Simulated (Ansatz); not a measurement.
# H2SO4: a ladder of functionals and wavefunction methods

The task here is to estimate one member of a computed series from the others.

Computed with Ansatz 0.2.0, Gaussian basis. Level: functionals in def2-TZVPP, the program's frozen cores in correlated methods.

Plan: LDA (SPW92), PBE-D4, revPBE-D4, BLYP-D4, r2SCAN-D4, B97M-V, PBE0-D4, B3LYP-D4, r2SCANh-D4, r2SCAN0-D4, HSE06-D4, BHLYP-D4, CAM-B3LYP-D4, LC-ωPBE, ωB97X-V, ωB97M-V, B2PLYP, PBE-QIDH; CCSD(T)/def2-SVP; CCSD(T)/def2-TZVPP; MP2/def2-QZVPP; extrapolation to the limit; RPA on PBE.

**The relaxed structure**

The geometry comes from an earlier relaxation with PBE0-D4 in a triple-zeta def2 set; it is a stationary point, not always the lowest conformer.

SMILES `O=S(=O)(O)O`, 7 atoms, charge 0, spin multiplicity 1.

Atoms are counted from 1 here; the program's logs count them from 0.

Bond lengths: O1–S2 1.409 Å, S2–O3 1.426 Å, S2–O4 1.579 Å, S2–O5 1.580 Å, O4–H6 0.966 Å, O5–H7 0.966 Å. Angles: O1–S2–O3 123.8°, O1–S2–O4 106.4°, O1–S2–O5 106.5°, O3–S2–O4 108.0°, O3–S2–O5 107.9°, O4–S2–O5 102.2°, S2–O4–H6 108.9°, S2–O5–H7 108.8°.

As a file:

```
atom     x (Å)     y (Å)     z (Å)
  O1   0.37923  -1.58207   0.85228
  S2  -0.02542  -0.46966   0.08816
  O3  -0.94053  -0.54630  -1.00242
  O4  -0.57619   0.59857   1.11267
  O5   1.29551   0.22110  -0.43514
  H6  -1.24407   1.13965   0.67122
  H7   1.11145   0.63872  -1.28678
```

Set-up of the first run:

in.yaml reads:

```yaml
crystal:
  periodic: [false, false, false]
  atoms:
    - {symbol: O, position_ang: [0.379230, -1.582072, 0.852285]}
    - {symbol: S, position_ang: [-0.025418, -0.469665, 0.088158]}
    - {symbol: O, position_ang: [-0.940526, -0.546299, -1.002416]}
    - {symbol: O, position_ang: [-0.576193, 0.598568, 1.112667]}
    - {symbol: O, position_ang: [1.295515, 0.221103, -0.435137]}
    - {symbol: H, position_ang: [-1.244067, 1.139651, 0.671224]}
    - {symbol: H, position_ang: [1.111449, 0.638715, -1.286782]}
basis:
  gaussian: {orbitals: def2-TZVPP}
hamiltonian: {xc: lda}
output: {orbitals: {seedname: orbitals}}
```

The run is started by

```sh
ansatz run in.yaml --threads 4 --pin off --events-out ev --progress --plain --max-ram 10444MiB
```

Steps of the session up to this table: LDA; PBE-D4 (GGA); revPBE-D4 (GGA); BLYP-D4 (GGA); r2SCAN-D4 (meta-GGA); B97M-V (meta-GGA); B3LYP-D4 (hybrid); r2SCANh-D4 (hybrid); r2SCAN0-D4 (hybrid); HSE06-D4 (hybrid); BHLYP-D4 (hybrid); CAM-B3LYP-D4 (range-separated); LC-ωPBE (range-separated); ωB97X-V (range-separated); ωB97M-V (range-separated); B2PLYP (double hybrid); PBE-QIDH (double hybrid).

One table of the session follows, with a row left open; its other results are not shown here.

It belongs to the step «Frontier levels by functional». 

| functional | HOMO (eV) | gap (eV) |
| --- | --- | --- |
| LDA (SPW92) | -8.20 | 7.07 |
| PBE-D4 | -7.95 | 6.97 |
| revPBE-D4 | -7.86 | 6.95 |
| BLYP-D4 | -7.85 | 6.78 |
| r2SCAN-D4 | -8.34 | 8.04 |
| B97M-V | -8.41 | 7.77 |
| PBE0-D4 | -9.66 | 9.59 |
| B3LYP-D4 | -9.39 | 8.89 |
| r2SCANh-D4 | -8.98 | 8.96 |
| r2SCAN0-D4 | ? | ? |
| HSE06-D4 | -9.25 | 8.82 |
| BHLYP-D4 | -11.31 | 11.85 |
| CAM-B3LYP-D4 | -11.16 | 11.83 |
| LC-ωPBE | -12.52 | 14.60 |
| ωB97X-V | -12.14 | 14.03 |
| ωB97M-V | -12.07 | 13.48 |

Q: Estimate the row for r2SCAN0-D4 from the others.

Worked estimate for «HOMO (eV)». Against the share of exact exchange, r2SCAN-D4 (0, -8.34), r2SCANh-D4 (0.1, -8.98) give a slope of -6.40 per unit share; at 0.25 the line stands at -9.94.

As computed: HOMO (eV): -9.94; gap (eV): 10.33. In «HOMO (eV)» the line misses by 0.00.
